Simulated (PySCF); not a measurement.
# Computed data sheet: `C[C@@]1(F)C=C1F`

Compound: C₄H₄F₂.
SMILES with atom numbers: `[CH3:1][C@@:2]1([F:3])[CH:4]=[C:5]1[F:6]` (hydrogens: H7, H8, H9 on C1; H10 on C4)

Cartesian coordinates in Å at the PBE0-D3(BJ)/def2-SVP level; atoms count from 1:
```
atom  x, y, z in Å
C1    -1.2342    0.0558   -0.4306
C2     0.0184   -0.2661    0.3365
F3    -0.2890   -1.1958    1.3113
C4     1.3993   -0.3455   -0.2589
C5     1.1466    0.6122    0.5837
F6     1.5935    1.6547    1.2288
H7    -1.0335    0.7882   -1.2234
H8    -1.6381   -0.8612   -0.8853
H9    -2.0028    0.4610    0.2442
H10    2.0491   -0.8968   -0.9332
```

Some functional groups and rings: C=C double bond, C–F bond and cyclopropene ring.

From PBE0-D3(BJ)/def2-SVP geometry optimisation, gas phase (PySCF):

- Point group: C1
- Rotational constants A, B, C: 5.915, 2.673, 2.506 GHz

**CAM-B3LYP/def2-SVPD ground state, ΔSCF and vertical TDDFT (core frozen in the response) (PySCF)**

* Dipole moment: 2.23 D
* HOMO energy: -9.72 eV
* LUMO energy: 1.04 eV
* HOMO–LUMO gap: 10.76 eV
* Lowest singlet excitation: 6.98 eV (178 nm, f = 0.003)
* Strongest line among the 10 lowest singlet transitions: S10 at 9.44 eV (131 nm, f = 0.120)
* Lowest triplet excitation (Tamm–Dancoff): 4.97 eV
* Static isotropic polarisability: 46.4 au
* Vertical ionisation energy: 10.77 eV
* Electronic spatial extent ⟨r²⟩ about the centre of nuclear charge: 532 bohr²

**PBE0/pcSseg-1 ground state and GIAO shieldings, non-relativistic (PySCF)**

- Lowest Hirshfeld atomic charge: -0.14 e on F3
- Highest Hirshfeld atomic charge: +0.08 e on C2/C5/H10
- 13C chemical shifts (computed TMS as zero) by class: 159.8 (C5), 95.6 (C4), 78.2 (C2), 22.6 (C1) ppm
- 1H chemical shifts (computed TMS as zero) by class: 5.81 (H10), 1.64 (H7/H8/H9) ppm
- Isotropic shieldings of nuclei other than C and H, by class: 300 (F3), 304 (F6) ppm
- Mayer bond orders between heavy atoms: C1–C2 1.01, C2–F3 0.90, C2–C4 0.84, C4–C5 1.68, C5–F6 1.05, C5–C2 1.03

**B3LYP/pcJ-1 indirect spin-spin coupling, non-relativistic, gas phase; spin–dipole term left out for some pairs (PySCF)**

* Largest of the computed one-bond spin–spin couplings (means over like bonds): 19F–13C -525.4 (F6–C5), 19F–13C -309.0 (F3–C2), 13C–1H +236.4 (C4–H10), 13C–1H +134.7 (C1–H7 and 2 like it), 13C–13C +61.9 (C4–C5), 13C–13C +60.7 (C1–C2), 13C–13C +29.5 (C2–C5), 13C–13C +14.8 (C2–C4) Hz

Monoisotopic mass from the formula: 90.0281 u.

In wavenumbers S1 is 56300 cm⁻¹ (1 eV = 8065.54 cm⁻¹). In atomic units the dipole is 0.88 e·bohr (1 au = 2.5417 D). The rotational constants make it an asymmetric top with κ = (2B − A − C)/(A − C) = -0.90, nearer the prolate limit (−1). A dipole of 2.23 D is allowed in C1, and pure rotational transitions are dipole-allowed. The largest Löwdin shares of the HOMO are 0.34 on C4, 0.27 on C5, 0.12 on F6 and 0.08 on C2.

Geometry: PBE0-D3(BJ)/def2-SVP; no solvent or vibrations. NMR classes are plain means over equivalent atoms (diastereotopic ones count apart unless rotation or inversion swaps them), as if these changed places fast; in this geometry the members of some classes differ.

For the geometry optimisation (PBE0-D3(BJ)/def2-SVP), time: 28 s of wall time. Hardware: an Arm Neoverse V2 with one thread, on a shared host.
